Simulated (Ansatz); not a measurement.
System: hcp Y. Method: LDA (Ansatz, a program for electronic structure, plane waves, PAW).

Settings: plane-wave cutoff 500 eV, 24×24×14 k mesh (along the axes of the cell as run), Fermi–Dirac smearing 0.1 eV, scalar-relativistic PAW data made under PBE.

Computed at the level's own relaxed cell.

Problem. What does this level give for the volume per atom, lattice parameter a and lattice parameter c?

Solution. 
* **volume per atom**: 30.00 Å³/atom
* **lattice parameter a**: 3.540 Å
* **lattice parameter c**: 5.530 Å

Measured, for comparison: lattice constant a 3.648 Å, lattice parameter c 5.732 Å (293 K, no zero-point or thermal correction; as tabulated in Wikipedia's data pages). Computed (rounded) less measured: lattice constant a -3.0 %, lattice parameter c -3.5 %.

The computed numbers hold no vibrational or temperature effects.

Computing time: around 2.8 core-minutes (rough).
